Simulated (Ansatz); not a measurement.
Compare A (`CO/C(F)=C/F`) with its isomer B (`FC[C@@H]1O[C@H]1F`).

Calculated with Ansatz (gas phase, PBE0-D4/def2-TZVP geometries, no zero-point term in ΔE). CBS: MP2 limit from def2 TZ/QZ plus the TZ coupled-cluster correction, frozen cores. Functionals use def2-TZVPP. B3LYP here is the variant with VWN-RPA as its local correlation; programs differ in this. Each species was taken in one conformer, which may not be the lowest.

Task: Which is lower in electronic energy at CCSD(T)/CBS, and by how much? (An estimate is asked.)

Result: Computed: B, by 15.3 kJ/mol.

Task: Give E(B) − E(A) in kJ/mol with ωB97M-V, CCSD(T)/def2-TZVPP, B2PLYP, HF/def2-TZVPP, MP2/def2-TZVPP, CCSD/def2-TZVPP, B3LYP. (Estimate.)

Result: Computed: ωB97M-V -14.4, CCSD(T)/def2-TZVPP -15.6, B2PLYP -9.1, HF/def2-TZVPP -5.5, MP2/def2-TZVPP -25.2, CCSD/def2-TZVPP -16.4, B3LYP -0.8. None reverses the order clearly.

Largest T1 diagnostic: 0.012.

From PBE to PBE0 (25 % exact exchange), in def2-TZVPP and without D4, E(B) − E(A) moves by −6.0 kJ/mol. In def2-TZVPP, CCSD(T) changes the Hartree–Fock value by −10.2 kJ/mol (the triples alone add +0.8 kJ/mol) and MP2 by −19.7 kJ/mol.
